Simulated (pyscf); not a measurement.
ethylene (H₂C=CH₂) + hydrogen (H₂) → ethylene (H₂C=CH₂) + hydrogen (H₂) (four-centre exchange; singlet surface; C–H, H–H broken, C–H, H–H formed). PySCF, gas phase, ωB97X-D3(BJ)/def2-SVP geometries. Energies in kcal/mol from the separated reactants.

```
level                   barrier  reaction energy
----------------------  -------  ---------------
ωB97X-D3(BJ)/def2-TZVP    100.5              0.0
r²SCAN/def2-TZVP           85.5              0.0
B3LYP-D3(BJ)/def2-TZVP     91.6              0.0
PBE0-D3(BJ)/def2-TZVP      88.0              0.0
M06-2X/def2-TZVP            ___              0.0
HF/def2-TZVP                ___              0.0
```

Q: What belongs in the gaps?

A: 
- M06-2X/def2-TZVP, barrier: 98.5
- HF/def2-TZVP, barrier: 127.0

The functionals in the table span 15.0 kcal/mol in this barrier, from r²SCAN to ωB97X-D3(BJ)/def2-TZVP. The same reactants have a lower exit, to H₃C–CH₃ (barrier +82.6 kcal/mol at ωB97M-D3(BJ)/def2-TZVP, against +97.8 kcal/mol here). One saddle was located; it need not be the lowest between these sides. One closed-shell reference is unstable to symmetry breaking; treat the single-reference values with care.
